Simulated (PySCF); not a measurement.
nitrogen trifluoride cation (F3N), SMILES FN(F)F (connectivity only; charge and spin as stated), charge +1, multiplicity 2.

The structure is a stationary point at PBE-D3(BJ)/def2-TZVP. The spin state was assumed, not searched.

All values below come from r2SCAN/def2-TZVPD in PySCF.

Isolated molecule, no solvent.

Computed frontier levels, dipole moment and polarisability:
```json
{
 "α spin, highest occupied and lowest empty level": "-17.85 and -10.32 eV",
 "β spin, highest occupied and lowest empty level": "-20.07 and -15.02 eV",
 "dipole_moment_about_the_centre_of_nuclear_charge": "0.40 D",
 "mean_static_polarisability": "15.7 bohr³ (2.32 Å³)",
 "polarisability_principal_values": "10.7, 18.2, 18.2 bohr³",
 "⟨S²⟩": "0.754 (pure state 0.75)"
}
```
